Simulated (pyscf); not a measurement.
This saddle point was located with ωB97X-D3(BJ)/def2-SVP in PySCF.

```xyz
11

F      0.9637    -1.9590    -0.9939
C      1.2411    -0.9406    -0.2519
F      2.4313    -1.0949     0.2497
F      0.1984    -1.1606     1.1350
Si    -0.0308     0.4744     0.2857
O      1.0866     1.5457     0.8802
O     -1.3924     0.8537     1.1621
O     -0.6557     0.5945    -1.2439
H      1.9860     1.4823     0.5458
H     -1.2709     0.9417     2.1126
H     -1.5248     1.0137    -1.2510
```
Charge 0, spin multiplicity 1.

Surface: singlet, charge 0. Lowest wavenumbers (cm⁻¹): 292i, 59, 129, 164, 237.

Problem. What reaction is this the transition state of?

Solution. HO–Si(OH)(OH)–C(F)(F)–F (SMILES O[Si](O)(O)C(F)(F)F) ⇌ F–C:–F (SMILES F[C]F) [singlet] + HO–Si(OH)(OH)–F (SMILES O[Si](O)(O)F), a 1,1-elimination read from left to right: C–F, C–Si broken and F–Si formed. At ωB97M-D3(BJ)/def2-TZVP it lies +30.9 kcal/mol from the left side and +16.0 kcal/mol from the right (each side as separated species at their lowest minima found). On the product side the descent ends in a complex, 4.9 kcal/mol under the separated species and 18.8 kcal/mol under the saddle at ωB97X-D3(BJ)/def2-TZVP. This is the saddle that the search found; another between the same sides may lie lower.
